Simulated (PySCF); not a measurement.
# Continuum solvent and chemical shifts

Atom-mapped SMILES (the numbers label the heavy atoms): `[CH2:1]=[CH:2][C:3]#[C:4][CH2:5][Cl:6]` (H(Xn): hydrogen on atom n). Ha(C1) is cis to C3; Hb(C1) is trans to C3.

GIAO PBE0/pcSseg-1 in PySCF 2.14.0 with density-fitted response routines on one PBE0-D3(BJ)/def2-SVP conformer, non-relativistic, equivalent nuclei averaged. Solvents enter as an IEF-PCM continuum (tetrahydrofuran with ε = 7.4, acetone with ε = 20.5) around the gas-phase geometry. Shifts are referred to TMS computed in the same medium.

In tetrahydrofuran, δ in ppm: C1 139.4, C2 125.0, C4 95.7, C3 93.3, C5 38.2, H(C2) 6.17, Ha(C1) 6.06, Hb(C1) 6.04, H(C5) 4.52. Dipole moment 2.60 D.

Q: How does each δ change in the more polar medium?

A: 
| atoms | environment | Δδ, acetone |
| --- | --- | --- |
| C1 | terminal =CH2 carbon | +0.6 |
| C2 | alkene CH | 0.0 |
| C4 | alkyne carbon | +0.2 |
| C3 | alkyne carbon | +0.1 |
| C5 | propargylic sp3 CH2 bonded to Cl | +0.3 |
| H(C2) | hydrogen on an alkene CH | +0.02 |
| Ha(C1) | hydrogen on a terminal =CH2 carbon | +0.04 |
| Hb(C1) | hydrogen on a terminal =CH2 carbon | +0.05 |
| H(C5) | hydrogen on a propargylic sp3 CH2 bonded to Cl | +0.05 |

Changes are relative to tetrahydrofuran. The dipole moment becomes 2.68 D in acetone.

Q: Which nuclei move most (in ppm), and what does the model miss?

A: C1 (terminal =CH2 carbon, +0.6 ppm) in acetone. A continuum only polarises the solute; specific hydrogen bonds, the anisotropy of aromatic solvents and changes of geometry or conformer are outside it.
